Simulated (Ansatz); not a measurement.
Consider the substitution at a C–S bond: `O=CSS` + H–F → `O=CF` + `SS`.

Computed with Ansatz on PBE0-D4/def2-TZVP structures; ΔE is electronic, products minus reactants. CBS: MP2 limit from def2 TZ/QZ plus the TZ coupled-cluster correction, frozen cores. This one scheme is used for every species. One conformer a species, not always the lowest.

`O=CSS`:

```xyz
6

O     0.070    1.563   -0.354
C     0.607    0.573   -0.738
S     0.192   -1.106   -0.315
S    -1.480   -0.905    0.828
H     1.475    0.564   -1.427
H    -0.864   -0.690    2.006
```

H–F:

Cartesian coordinates in Å:
```
F 0.131 -0.403 -0.178
H -0.131 0.403 0.178
```

`O=CF`:

Z-matrix (Å, degrees):
```
C
O 1 1.174
F 1 1.336 2 122.9
H 1 1.097 2 127.8 3 -180.0
```

`SS`:

Z-matrix (Å, degrees):
```
S
S 1 2.046
H 1 1.347 2 98.6
H 2 1.347 1 98.6 3 -90.5
```

| level | ΔE (kcal/mol) |
| --- | --- |
| SCS-MP2/def2-TZVPP | 0.6 |
| CCSD(T)/def2-TZVPP | 0.5 |

Problem. What does CCSD(T)/CBS give? (Estimate.)

Solution. Ansatz gave: +2.3 kcal/mol. The listed levels differ from it by -1.7, -1.8 kcal/mol.

Largest T1 diagnostic among the species: 0.017.

From PBE to PBE0 (25 % exact exchange), in def2-TZVPP and without D4, ΔE moves by −1.2 kcal/mol. In def2-TZVPP, CCSD(T) changes the Hartree–Fock value by +7.1 kcal/mol (the triples alone add +1.5 kcal/mol) and MP2 by +9.4 kcal/mol. The D4 term adds +2.0 kcal/mol with B3LYP and +1.1 kcal/mol with PBE0; it sums over pairs of atoms, weighted by their polarisabilities, and B3LYP, whose exchange is more repulsive, gets the larger term.

B3LYP here is the variant with VWN-RPA as its local correlation; programs differ in this.
